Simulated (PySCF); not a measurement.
**Bonding in CH6BP**

Species: CH₆BP.
Numbering: `[CH3:1][BH:2][PH2:3]` (hydrogens: H4, H5, H6 on C1; H7 on B2; H8, H9 on P3)

Structure used (PBE0-D3(BJ)/def2-SVP), in Å, numbered top down from 1:
```xyz
9
CH6BP angstrom
C     -1.1419    0.3111    0.1210
B      0.1429   -0.5530   -0.0850
P      1.8667    0.0026    0.4235
H     -1.9270   -0.2556    0.6492
H     -0.9949    1.2813    0.6167
H     -1.5573    0.5045   -0.8868
H      0.0460   -1.6934   -0.4839
H      2.6894   -0.5084   -0.6143
H      1.8825    1.3812    0.0777
```

Bond orders from the PBE0/pcSseg-1 density (PySCF). One conformer (not necessarily the lowest) at the PBE0-D3(BJ)/def2-SVP geometry, without solvent, vibrations or thermal averaging.

(1) Where do the orders between heavy atoms depart from those drawn in the SMILES?

(2) Set the Mayer orders of the bonds beside their lengths.

(3) Sum the orders of all bonds at each heavy atom with more than one neighbour and set the sums beside the valence in the SMILES.

Answers

(1) The largest departure is 0.209, at B2–P3 (drawn single, 1.209). Drawn single, order above 1.12: B2–P3 (1.209).

(2) 
```tsv
bond	drawn as	length (Å)	Mayer order
C1–B2	single	1.562	1.066
B2–P3	single	1.881	1.209
C1–H4	single	1.103	0.948
C1–H5	single	1.099	0.962
C1–H6	single	1.107	0.936
B2–H7	single	1.212	0.958
P3–H8	single	1.420	0.935
P3–H9	single	1.421	0.934
```

(3) C1 3.912 (drawn 4), B2 3.233 (drawn 3), P3 3.078 (drawn 3). Orders between atoms that aren't bonded are not in these sums.

The Mayer order sums products of elements of PS (density times overlap matrix) between the two atoms' basis functions, so it depends on the basis set.
